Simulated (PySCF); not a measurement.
C4H7FS.
Atom-mapped SMILES: `[CH3:1]/[CH:2]=[C:3](/[F:4])[S:5][CH3:6]` (hydrogens: H7, H8, H9 on C1; H10 on C2; H11, H12, H13 on C6)

The geometry is computed with GFN2-xTB (gas phase).

Some entries are withheld. Bonds in one row agree within 0.01 Å.

```
            coordinate    value
                 C1–C2        ?
                 C2=C3  1.325 Å
                 C3–F4  1.350 Å
                 C3–S5        ?
                 S5–C6        ?
   C1–H7, C1–H8, C1–H9  1.088 Å
                C2–H10  1.081 Å
C6–H11, C6–H12, C6–H13  1.085 Å
              C1–C2–C3        ?
              C2–C3–F4        ?
              C2–C3–S5   125.6°
              F4–C3–S5   114.0°
              C3–S5–C6        ?
```

Question: Fill in the missing values.

Answer: 
- C1–C2 = 1.488 Å, drawn single (allylic carbon to alkene CH carbon); equal to the sum of covalent radii, 1.49 Å.
- C3–S5 = 1.769 Å, drawn single (vinylic C–F carbon to sulfide sulfur); 0.01 Å below the sum of covalent radii, 1.78 Å.
- S5–C6 = 1.817 Å, drawn single (sulfide sulfur to S-methyl carbon); 0.01 Å above the sum of covalent radii, 1.81 Å.
- C1–C2–C3 = 124.0°, at the alkene CH carbon; the outer atoms are 2.486 Å apart.
- C2–C3–F4 = 120.3°, at the vinylic C–F carbon; the outer atoms are 2.321 Å apart.
- C3–S5–C6 = 100.3°, at the sulfide sulfur; the outer atoms are 2.753 Å apart.

Radii are Cordero's, carbon taken as 0.76, 0.73 or 0.69 Å for four, three, and two or fewer neighbours.

No frequency check. One conformer, not necessarily the lowest (C2–C3–S5–C6 -166°).
